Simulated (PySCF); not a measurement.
# Core binding energy against partial charge

C₃H₅N.
Atom-mapped SMILES: `[CH2:1]=[CH:2][N:3]=[CH2:4]`

Geometry (GFN2-xTB, Å), atoms numbered from 1 in this order:
```xyz
9
C3H5N angstrom
C      1.072   -0.513    0.789
C      0.826    0.225   -0.290
N     -0.334    0.179   -1.026
C     -1.482    0.286   -0.535
H      2.040   -0.524    1.256
H      0.321   -1.167    1.199
H      1.591    0.839   -0.747
H     -2.335    0.174   -1.189
H     -1.685    0.507    0.517
```

Binding energies: PySCF, delta-SCF UKS SCAN, pcX-2 on the ionised atom, pcseg-1 elsewhere, spin-free X2C. Charges: PBE0/pcSseg-1 ground-state density, for the ionised atom.

```tsv
atom	environment	C 1s (eV)	Mulliken (e)	IAO (e)	Hirshfeld (e)	ESP (e)
C1	terminal =CH2 carbon	290.00	-0.209	-0.363	-0.121	-0.600
C2	vinylic carbon bearing nitrogen	291.42	-0.009	-0.037	-0.002	+0.235
C4	imine carbon	291.72	+0.017	-0.114	+0.015	+0.227
```

Task: How well does each charge scheme correlate with the binding energies over these sites?

Result: Hirshfeld: r = 1.00, slope 12.4 eV per e; Mulliken: r = 1.00, slope 7.4 eV per e; ESP: r = 0.98, slope 1.9 eV per e; IAO: r = 0.92, slope 5.0 eV per e. On 3 points no scheme stands out.

Task: The point-charge model writes a binding energy as kq + V + constant, with V the potential of the other atoms' charges at the site. What does it give with the Hirshfeld charges?

Result: V = Σ 14.40 eV Å × q/r over all other atoms: +1.21 eV at C1, -0.81 eV at C2, -0.18 eV at C4. Fitting binding energy − V to q gives k = 25.1 eV per e and leaves an rms residual of 0.31 eV, against 0.04 eV for the fit on q alone. The model has no term for differences in relaxation between sites.

Spin contamination (⟨S²⟩ against 0.75 for a pure doublet) is marked for C 1s of C4 (0.86), which makes this value less certain. The structure is a single GFN2-xTB conformer in the gas phase; no vibrational or solvent corrections.
